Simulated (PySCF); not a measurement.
Isomers of C2H2F2S, mass 95.985 u with the commonest isotopes. Level of theory: PBE0-D3(BJ)/def2-SVP geometry optimisation, gas phase in PySCF 2.14.0. One conformer each, none proved a minimum here; rigid rotors.

**Question.** Order these by dipole moment, largest first.
A. `F[C@@H]1S[C@@H]1F`
B. `[F:1][CH:2]([F:3])[CH:4]=[S:5]` with F1–C2–C4–S5 -122°
C. `FC1(F)CS1`

**Answer.** A (2.48 D), C (1.87 D), B (0.31 D).

**Question.** Order these by rotational constant B, largest first.
A. `FC1(F)CS1`
B. `[C@H]1(S[C@@H]1F)F`
C. `[F:1][CH:2]([F:3])[CH:4]=[S:5]` with F1–C2–C4–S5 -122°

**Answer.** B (4487 MHz), A (3572 MHz), C (2206 MHz).

**Question.** Order these by rotational constant A, largest first.
A. `[F:1][CH:2]([F:3])[CH:4]=[S:5]` with F1–C2–C4–S5 -122°
B. `F[C@@H]1S[C@@H]1F`
C. `FC1(F)CS1`

**Answer.** A (9286 MHz), C (6511 MHz), B (5095 MHz).

```csv
SMILES,point group,Ia (u·Å²),Ib (u·Å²),Ic (u·Å²),κ,μa (D),μb (D),μc (D)
FC(F)C=S,Cs,54.42,229.06,265.06,-0.92,0.31,0.01,0.05
FC1(F)CS1,Cs,77.62,141.49,156.13,-0.80,0.51,0.00,1.80
F[C@@H]1S[C@@H]1F,Cs,99.20,112.62,181.13,0.47,0.52,0.00,2.42
```
